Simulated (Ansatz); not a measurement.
A made-up structure of C$_{2}$HO (charge -1), closed shell:

C1  (0.327, -1.554, 0.758)
C2  (0.134, -0.460, 0.263)
O3  (0.046, 0.723, -0.151)
H4  (-0.455, 1.238, -0.802)
(Å)

It is relaxed with PBE-D4/def2-SVPD and then PBE0-D4/def2-TZVPD (Ansatz 0.2.0). Atoms count as bonded within 1.22 times the sum of their covalent radii (H–H: 0.88 Å). The end point is not checked to be a true minimum.

(1) Does its bonding change? (A judgement: the text doesn't fix the answer.)

## Answers

(1) The calculation gives: No: no bond forms or breaks.

Where it ends: The first stage lowers the energy by 0.79 eV in 8 steps. It ends as C₂HO ([C][C][OH]), total charge -1:
```json
{"atom": "C1", "x (Å)": "0.2327", "y (Å)": "-1.5668", "z (Å)": "0.6658"}
{"atom": "C2", "x (Å)": "0.1802", "y (Å)": "-0.3877", "z (Å)": "0.2897"}
{"atom": "O3", "x (Å)": "0.1501", "y (Å)": "0.9152", "z (Å)": "-0.0974"}
{"atom": "H4", "x (Å)": "-0.5112", "y (Å)": "0.9859", "z (Å)": "-0.7907"}
```

Labels in which every atom is bracketed show which atoms are joined, not bond orders.

For scale, one of the runs: PBE0-D4/def2-TZVPD relaxation, 123 basis functions, launched by `ansatz run in.yaml --threads 2 --pin off --events-out ev --progress --plain --max-ram 4352MiB`. The run took about 6.5 s on 2 CPU threads of an Arm Neoverse V2 (shared host).
